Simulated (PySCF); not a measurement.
**Ne (neon, neutral): Hartree-Fock from Schrödinger to Dirac-Coulomb**

Occupied: 1s1/2, 2s1/2, 2p1/2, 2p3/2. Hartree-Fock calculated with PySCF 2.14 in an even-tempered Gaussian basis (23 s from 0.02 bohr⁻², ratio 2.3; 15 p from 0.024 bohr⁻², ratio 2.3), Gaussian nucleus throughout. NR is non-relativistic, sf-X2C the spin-free one-electron X2C Hamiltonian, X2C adds the bare one-electron spin-orbit term, X2C-SNSO screens it by Boettger's factors, DC is four-component Dirac-Coulomb, and the Gaunt term is added at first order (total energies over the DC spinors, levels after relaxing the spinors in that mean field). QED terms are absent.

| Hamiltonian | E (hartree) | E − E(DC) (hartree) | CPU seconds |
| --- | --- | --- | --- |
| NR | -128.5470 | 0.1449 | 0.6 |
| sf-X2C | -128.6848 | 0.0071 | 0.36 |
| X2C | -128.6848 | 0.0071 | 0.54 |
| X2C-SNSO | -128.6848 | 0.0071 | 0.55 |
| DC | -128.6919 | 0.0000 | 29 |
| DC+Gaunt | -128.6744 | 0.0175 | 61 |

```tsv
level (eV)	NR	sf-X2C	X2C	X2C-SNSO	DC	DC+Gaunt
1s1/2	-891.78	-892.86	-892.86	-892.86	-893.01	-892.70
2s1/2	-52.529	-52.670	-52.670	-52.670	-52.677	-52.672
2p1/2	-23.141	-23.124	-23.230	-23.209	-23.207	-23.195
2p3/2	-23.141	-23.124	-23.071	-23.081	-23.083	-23.081
```

```json
{"interval (eV)": "2p3/2 − 2p1/2", "sf-X2C": "-9.970e-11", "X2C": "0.1589", "X2C-SNSO": "0.1271", "DC": "0.1241", "DC+Gaunt": "0.1142"}
```

Weight of the small component: 1s1/2 0.00123, 2s1/2 0.000139, 2p1/2 0.000114, 2p3/2 0.000113.

Koopmans' value for the highest occupied level at DC+Gaunt: 23.081 eV, against an ionisation energy of 21.565 eV (measured; NIST Atomic Spectra Database, ionization energies); the former lacks relaxation, correlation, QED and recoil.

The whole ladder took 98 s of wall time on 1 thread of Intel(R) Xeon(R) Platinum 8259CL CPU @ 2.50GHz (shared host), launched as `OMP_NUM_THREADS=1 python relrun2.py TASK.json OUT` (a driver that calls PySCF for each Hamiltonian).

Dirac-Coulomb iterations, started from the X2C spinors:

```
with_ssss True, with_gaunt False, with_breit False
light speed = 137.03599967994
init E= -128.684506141062
cycle= 1 E= -128.691891781716  delta_E= -0.00739  |g|= 0.00967  |ddm|= 0.00179
cycle= 2 E= -128.691891977035  delta_E= -1.95e-07  |g|= 0.000479  |ddm|= 0.000418
cycle= 3 E= -128.691892005777  delta_E= -2.87e-08  |g|= 0.000246  |ddm|= 0.000232
cycle= 4 E= -128.691892016141  delta_E= -1.04e-08  |g|= 1.48e-06  |ddm|= 7.96e-05
cycle= 5 E= -128.691892016148  delta_E= -6.48e-12  |g|= 4.4e-07  |ddm|= 1e-06
```
